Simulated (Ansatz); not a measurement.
`C=C(F)C=N`, relaxed with RKS PBE0-D4/def2-TZVP in Ansatz 0.2.0 from a PBE-D4/def2-SVP geometry. The force threshold is 0.005 eV/Å; the program also tests the step.

Charge 0, multiplicity 1.

Start:

```xyz
9

C    -0.668   -0.363   -1.125
C    -0.589    0.324    0.029
F    -1.611    1.110    0.428
C     0.538    0.345    0.994
N     1.662   -0.269    0.937
H     0.164   -1.007   -1.443
H    -1.557   -0.295   -1.766
H     0.340    0.995    1.874
H     1.721   -0.839    0.071
```

**Question.** How much energy does the relaxation release, and in how many steps? (Best estimate.)

**Answer.** The calculation gave: 5.38 kJ/mol, in 6 steps.

**Question.** Which bonds change most? (An estimate is asked.)

**Answer.** Computed: C1–C2 from 1.346 to 1.323 Å; C4–H8 from 1.112 to 1.093 Å; C4–N5 from 1.281 to 1.264 Å; C1–H6 from 1.099 to 1.081 Å.

**Question.** Give the relaxed structure. (An estimate is asked.)

**Answer.** Computed: 
```xyz
9

C    -0.661   -0.359   -1.114
C    -0.578    0.315    0.022
F    -1.596    1.097    0.414
C     0.533    0.344    0.990
N     1.638   -0.266    0.927
H     0.155   -0.991   -1.435
H    -1.541   -0.292   -1.738
H     0.342    0.982    1.857
H     1.708   -0.829    0.077
```
